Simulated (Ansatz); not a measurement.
Chalcopyrite CdGeAs2 was calculated with PBEsol-D3(BJ) (PAW; Ansatz, a quantum-chemistry and plane-wave program).

Numerical settings: plane-wave cutoff 520 eV, 8×8×8 k mesh, Fermi–Dirac smearing 0.01 eV, scalar-relativistic PAW data made under PBE.

Shape and atoms are relaxed at each volume.

Pressure at four volumes; x = ln(V/24.178 Å³). One pressure is withheld.

```tsv
V (Å³/atom)	x	P (GPa)
23.211	-0.0408	?
23.694	-0.0202	1.40
24.178	0.0000	0.00
25.145	0.0392	-2.37
```

Question: Pass a parabola P(x) through the three rows shown, estimate the bulk modulus and its pressure derivative near zero pressure, and predict the withheld pressure.

Answer: Slopes between the rows: (0.00 − (1.40))/(0.0000 − (-0.0202)) = -69.31 and (-2.37 − (0.00))/(0.0392 − (0.0000)) = -60.46 GPa. Their difference over the span 0.0594 is c = 8.85/0.0594 = 149.0 GPa, so P(x) = 1.40 + (-69.31)(x − (-0.0202)) + 149.0 (x − (-0.0202))(x − (0.0000)). At the middle row B = −dP/dx = −[-69.31 + 149.0 × 0.0202] = 66.3 GPa, and B′ = dB/dP = 2c/B = 4.5. At x = -0.0408 the parabola gives 2.95 GPa; the run gives 2.95 GPa. The Birch–Murnaghan fit to the energies at all volumes has B0 = 65.9 GPa and B′ = 4.4.

Measured, for comparison: bulk modulus 69.9 GPa (temperature not stated, not corrected to a static lattice; as tabulated in Toher et al. (2017), arXiv:1611.05714). Computed (rounded) less measured: bulk modulus -6 %.

Note: the bulk modulus comes from volumes at which shape and atoms were relaxed.
